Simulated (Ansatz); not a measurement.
Task: a rigid scan of one bond length of H₃Si (charge +1), SMILES [SiH3+], with Ansatz 0.2.0 through its Python package. Give the script and its output. Use (for the species named): CCSD(T), cc-pVDZ basis, multiplicity 1.

```xyz
4

Si    0.0083   -0.0006   -0.0047
H     0.6808    0.6725    1.1092
H    -0.1206   -1.4599   -0.0084
H    -0.5685    0.7881   -1.0961
```

`scan_h3si.py`:
```python
"""Stretching a bond of H3Si(+), the rest held rigid."""

import ansatz as az
import numpy as np

GEOMETRY = """
Si    0.00831   -0.00063   -0.00475
H     0.68079    0.67248    1.10921
H    -0.12064   -1.45991   -0.00836
H    -0.56846    0.78806   -1.09610
"""

mol = az.Crystal.molecule()
for line in GEOMETRY.strip().splitlines():
    symbol, *xyz = line.split()
    mol = mol.atom(symbol, [float(v) for v in xyz])

symbols = [site.symbol for site in mol.cartesian_sites]
start = np.array([site.position_ang for site in mol.cartesian_sites])
axis = (start[1] - start[0]) / np.linalg.norm(start[1] - start[0])
moving = [1]
lengths, energies = [1.289, 1.348, 1.406, 1.465, 1.524, 1.582, 1.641, 1.729], []
for length in lengths:
    xyz = start.copy()
    xyz[moving] += (length - np.linalg.norm(start[1] - start[0])) * axis
    point = az.Crystal.molecule()
    for symbol, place in zip(symbols, xyz):
        point = point.atom(symbol, place.tolist())
    calc = (
        point.calculation()
        .basis(gaussian="cc-pVDZ")  # the orbital basis, by name
        .correlation("ccsd_t")  # correlation on top of the mean field
        .charge(1)
    )
    r = calc.run(threads=1).report
    energies.append(r["free_energy_ev"])
    print(f"r = {length:6.3f} A  E = {energies[-1]:.5f} eV  <S^2> = {abs(r['mean_field']['state']['spin_squared']):.3f}")

# quartic fit about the minimum
fit = np.polynomial.Polynomial.fit(lengths, np.array(energies) - min(energies), 4).convert()
roots = [r.real for r in fit.deriv().roots() if abs(r.imag) < 1e-9 and fit.deriv(2)(r.real) > 0]
r_e = min(roots, key=lambda r: abs(r - lengths[int(np.argmin(energies))]))
print(f"minimum of the fit at {r_e:.4f} A, force constant {fit.deriv(2)(r_e):.2f} eV/A^2")
```

```console
$ python scan_h3si.py
r =  1.289 A  E = -7903.27519 eV  <S^2> = 0.000
r =  1.348 A  E = -7903.53344 eV  <S^2> = 0.000
r =  1.406 A  E = -7903.67423 eV  <S^2> = 0.000
r =  1.465 A  E = -7903.72658 eV  <S^2> = 0.000
r =  1.524 A  E = -7903.70699 eV  <S^2> = 0.000
r =  1.582 A  E = -7903.63332 eV  <S^2> = 0.000
r =  1.641 A  E = -7903.51612 eV  <S^2> = 0.000
r =  1.729 A  E = -7903.28498 eV  <S^2> = 0.000
minimum of the fit at 1.4761 A, force constant 19.70 eV/A^2
```

Caveats:
- Total energies depend on the basis set; only differences at equal settings carry meaning.
- The rest of the molecule is held rigid at a force-field or estimated start geometry, and the basis set is modest; single-reference methods fail as a bond breaks.
- The orbitals are restricted, so S² is zero by construction.
- S² is that of the Hartree-Fock reference.
- Timing: 1.5 s on 1 thread of Arm Neoverse V2, with other jobs on the host, peak memory 0.15 GiB.
